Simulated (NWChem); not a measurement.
# SiHF2 (SMILES F[SiH]F): entropy by statistical mechanics

A doublet with charge 0, relaxed at U-revPBE-D3(BJ)/DGauss-DZVP (density fitting with weigend coulomb fitting) (NWChem 7.3.0):

```xyz
4

F     0.4665    0.0114   -1.3249
Si   -0.5010   -0.0954    0.0000
F     0.4665    0.0114    1.3249
H    -1.3835    1.1313    0.0000
```

Harmonic wavenumbers in cm⁻¹: 276, 701, 711, 790, 862, 2063.

Masses in u: F 18.998, Si 28.085, H 1.008. Take T = 298.15 K, p = 1 bar, R = 8.3145 J/(mol K), kT/hc = 207.22 cm⁻¹, rigid rotor and harmonic oscillator.

**Question.** Compute the standard molar entropy.

**Answer.** 
1. Translation (Sackur–Tetrode): S = R[3/2 ln M + 5/2 ln T − 1.1517] with M = 67.089 gives 161.3 J/(mol K).
2. Rotation: principal moments 18.704, 68.229, 83.868 u Å² give A, B, C = 0.9013, 0.2471, 0.201 cm⁻¹; the symmetry number is σ = 1; q = (√π/σ)√((kT/hc)³/ABC) = 24989; S = R(ln q + 3/2) = 96.7.
3. Vibration: with u = ν̃/207.22, each mode gives R[u/(eᵘ − 1) − ln(1 − e⁻ᵘ)]; the sum is 10.6, most from 276 cm⁻¹ (6.5), 701 cm⁻¹ (1.3), 711 cm⁻¹ (1.2).
4. Electronic: R ln 2 = 5.8, from the spin multiplicity alone.
5. Sum: 161.3 + 96.7 + 10.6 + 5.8 = 274.4 J/(mol K).

No measured value is set beside it here.
